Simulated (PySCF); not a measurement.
Compound: (SiH3)2PH, H₇PSi₂.
Z-matrix (Å and degrees, PBE0-D3(BJ)/def2-SVP geometry), rows numbered from 1:
```
Si
P   1  2.2634
Si  2  2.2625  1   97.10
H   1  1.4933  2  107.37  3   -75.54
H   1  1.4933  2  108.40  3   166.37
H   1  1.4953  2  113.54  3    44.86
H   2  1.4293  1   94.75  3   -95.50
H   3  1.4932  2  107.31  1    77.06
H   3  1.4958  2  113.68  1   -43.44
H   3  1.4933  2  108.28  1  -164.92
```

IAO charges (e) from the PBE0/pcSseg-1 density (PySCF), one withheld:

| atom | bonded to | charge |
| --- | --- | --- |
| Si1 | P2 H4 H5 H6 | +0.3961 |
| P2 | Si1 Si3 H7 | ? |
| Si3 | P2 H8 H9 H10 | +0.3961 |
| H4 | Si1 | -0.0966 |
| H5 | Si1 | -0.0909 |
| H6 | Si1 | -0.1079 |
| H7 | P2 | +0.0027 |
| H8 | Si3 | -0.0966 |
| H9 | Si3 | -0.1080 |
| H10 | Si3 | -0.0909 |

**Question.** What is the charge on P2?

**Answer.** The charges add up to the total charge, 0. The others sum to +0.2040, which leaves -0.2040 e for P2 (three-coordinate phosphorus).

**Question.** Add each hydrogen's charge to the atom that carries it.

**Answer.** Si1 +0.1007, P2 -0.2013, Si3 +0.1006.

**Question.** Across which bond do the charges differ most?

**Answer.** Si1–P2: +0.3961 on Si1 against -0.2040 on P2, a difference of 0.6001 e (P2–Si3 within 0.003 e of it). The lower charge is on the more electronegative element of the two (Pauling values: P 2.19, Si 1.90).

**Question.** Take the bonds between elements whose Pauling electronegativities differ by more than 0.25. In how many does the more electronegative atom carry the lower charge?

**Answer.** In 8 of 8.

**Question.** How much positive and how much negative charge does this set hold in all?

**Answer.** +0.7949 e on 3 atoms and -0.7949 e on 7.

The IAO scheme projects the occupied orbitals on a minimal set of polarised atomic orbitals and counts the electrons in each atom's part of it. Geometry: PBE0-D3(BJ)/def2-SVP; no solvent, vibrations or thermal averaging.
